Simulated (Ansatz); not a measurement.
For wurtzite ZnS (high-temperature phase), PBE in Ansatz (PAW) gives:

| Property | Result |
|---|---|
| equilibrium lattice constant a | 3.845 Å |
| c axis length | 6.305 Å |
| cohesive energy | 2.90 eV/atom |

**Question.** What does B3LYP (VWN-RPA form) in Ansatz (PAW) give for the same quantities?

**Answer.** 
- lattice constant a: 3.882 Å (rises by 1.0 %)
- lattice parameter c: 6.366 Å (increases by 1.0 %)
- cohesive energy: 2.58 eV/atom (drops by 0.32 eV/atom)

For comparison: lattice constant a 3.823 Å (measured, temperature not stated, not corrected to a static lattice, our sources range from 3.811 to 3.823; as tabulated in Kisi, Elcombe, Acta Cryst. C 45, 1867 (1989), by the Crystallography Open …); lattice parameter c 6.261 Å (measured, temperature not stated, no zero-point or thermal correction, our sources range from 6.234 to 6.261; as tabulated in Kisi, Elcombe, Acta Cryst. C 45, 1867 (1989), by the Crystallography Open …).

Changes are worked out from the printed values.

Unless a cell is named, each level is at its own relaxed cell (PBE 20.18, B3LYP (VWN-RPA form) 20.77 Å³/atom).

Ansatz's density-functional and Hartree–Fock values are scalar-relativistic unless marked +SOC, with PAW data made under PBE.

Ansatz is a quantum-chemistry and plane-wave program.
